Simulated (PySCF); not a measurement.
CN₂ + Cl₂ → CCl₂ + N₂

Level: PBE0 in the def2-TZVP basis family, all electrons, no relativity, computed in PySCF with density fitting; open shells unrestricted.

| species | state and structure | E (Eh) | ZPE (kJ/mol) | H(298 K) − H(0) (kJ/mol) | S° (J/(mol K)) |
| --- | --- | --- | --- | --- | --- |
| CN₂ | triplet, D∞h, C–N 1.224 Å (×2) | -147.37520 | 22.4 | 10.1 | 225.3 |
| Cl₂ | singlet, D∞h, Cl–Cl 1.982 Å | -920.08940 | 3.5 | 9.1 | 222.5 |
| CCl₂ | singlet, C2v, C–Cl 1.708 Å (×2); Cl–C–Cl 109.5° | -958.08756 | 11.2 | 11.4 | 264.3 |
| N₂ | singlet, D∞h, N–N 1.089 Å | -109.44629 | 14.9 | 8.7 | 191.4 |

Problem. What is the electronic reaction energy?

Solution. At PBE0/def2-TZVP, ΔE = -181.8 kJ/mol from the differences of the total energies times 2625.5, downhill. Chlorination of this kind underlies dry etching.

Problem. Add zero-point, thermal and entropy terms for 298.15 K and 1 bar.

Solution. ΔZPE = 0.2 and Δ[H(298) − H(0)] = 0.9 kJ/mol give ΔH° = -180.7 kJ/mol. ΔS° = 7.9 J/(mol K), so ΔG° = -180.7 − 298.15 × (0.0079) = -183 kJ/mol.

Each species is the lowest minimum found with this bonding; other isomers or fragments can lie lower.
